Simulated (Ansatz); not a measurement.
# AlBH (quartet): from Hartree-Fock to the top rungs at scale of all distances = 1.000, 6-31G

How much of the correlation energy of AlBH (quartet) does each wave-function method recover here?

Computed with Ansatz 0.2.0, Gaussian basis. Level: 6-31G, core rule «outside noble gas», up to 6 orbitals frozen.

The runs, in order: UHF; CCSD(T) on ROHF; CCSD(T) on UHF; BCCD(T) on ROHF; CISD as a restricted active space (open shells left free, so some higher excitations enter); CCSDT(Q) on ROHF; CCSDT(Q) on UHF; CISDTQ; CCSDTQ on ROHF; CCSDTQ on UHF; CASSCF and MRCISD+Q, 5 electrons in 5 orbitals; CASSCF and NEVPT2, 5 electrons in 5 orbitals; CASSCF and MRCISD+Q, 7 electrons in 9 orbitals; CASSCF and NEVPT2, 7 electrons in 9 orbitals; Full CI.

20 further runs of the same task are left out: 13 that didn't finish, 7 set aside as unsound or not needed. Runs told in other sessions of the task aren't counted.

## (1) What is computed

The geometry derives from a PBE0/def2-TZVP stationary point (not a proven minimum). All distances are scaled together.

3 atoms, charge 0, spin multiplicity 4.

Atoms are counted from 1 here; the program's logs count them from 0.

Bond lengths: B1–Al2 1.937 Å, Al2–H3 1.577 Å. Angles: B1–Al2–H3 180.0°.

## (2) UHF

Contents of in.yaml:

```yaml
crystal:
  periodic: [false, false, false]
  atoms:
    - {symbol: B, position_ang: [0.000000, 0.000000, 1.817000]}
    - {symbol: Al, position_ang: [0.000000, 0.000000, -0.120000]}
    - {symbol: H, position_ang: [0.000000, 0.000000, -1.697000]}
basis:
  gaussian: {orbitals: 6-31G}
magnetization: {spin_polarized: true, initial_magnetization: 3}
hamiltonian: {xc: hf}
output: {orbitals: {seedname: orbitals}}
```

Command:

```
ansatz run in.yaml --threads 1 --pin off --events-out ev --progress --plain --max-ram 2393MiB
```

After this run come: CCSD(T) on ROHF; CCSD(T) on UHF; BCCD(T) on ROHF; CISD as a restricted active space (open shells left free, so some higher excitations enter); CCSDT(Q) on ROHF; CCSDT(Q) on UHF; CISDTQ; CCSDTQ on ROHF; CCSDTQ on UHF; CASSCF and MRCISD+Q, 5 electrons in 5 orbitals; CASSCF and NEVPT2, 5 electrons in 5 orbitals; CASSCF and MRCISD+Q, 7 electrons in 9 orbitals; CASSCF and NEVPT2, 7 electrons in 9 orbitals; Full CI.

Before running them: what should the planned runs give, taken together? Wanted: FCI from the RHF energy; RMP2 from FCI; UMP2 from FCI; RCCSD from FCI; RCCSD(T) from FCI; UCCSD(T) from FCI; RCCSDT(Q) from FCI; UCCSDT(Q) from FCI; NEVPT2 pair from FCI.

The runs gave:

| quantity | value |
| --- | --- |
| FCI from the ROHF energy | -2.2760 eV |
| RMP2 from FCI | +686.5 meV |
| UMP2 from FCI | +685.5 meV |
| RCCSD from FCI | +97.1 meV |
| RCCSD(T) from FCI | +33.6 meV |
| UCCSD(T) from FCI | +33.3 meV |
| RCCSDT(Q) from FCI | +2.3 meV |
| UCCSDT(Q) from FCI | +1.9 meV |
| NEVPT2 pair from FCI | +687.8 meV |
| MRCISD+Q pair from FCI | +20.4 meV |
| NEVPT2 valence from FCI | +170.0 meV |
| levels within 1 kcal/mol (43 meV) | RCCSD(T), UCCSD(T), BCCD(T), RCCSDT, UCCSDT, CISDTQ, RCCSDT(Q), UCCSDT(Q), RCCSDTQ, UCCSDTQ, MRCISD+Q pair, MRCISD valence, MRCISD+Q valence |
| T1 diagnostic | 0.030 |
| effectively unpaired electrons | 3.04 |

What this shows: RCCSD(T) lands +33.6 meV from the yardstick (1.5 % of the correlation energy). One determinant dominates. Of the multireference levels listed MRCISD+Q valence comes nearest in total energy (+5.7 meV), which doesn't show that its space is the better one. These misses are within one basis, not against nature; the frozen cores of restricted and unrestricted runs differ, which can shift their rows.

Levels on UHF freeze UHF's core orbitals, full CI those of ROHF, so the U rows can settle a little off it for that reason alone.

With open shells the CI space here admits some higher excitations, so it is larger than plain CISD.
